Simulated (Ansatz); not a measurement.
Species: C2H, SMILES `[C]#C` (charge 0, multiplicity 2).

Q: Give a relaxed geometry from Ansatz (a program for electronic structure) with B3LYP-D3(BJ)/def2-TZVP.

A: the end point of this relaxation (outside a Z-matrix the atoms follow the SMILES, hydrogens last).
Bonded distances (Å): C1–C2 1.200, C2–H3 1.064. Angles (°): C1–C2–H3 179.6.
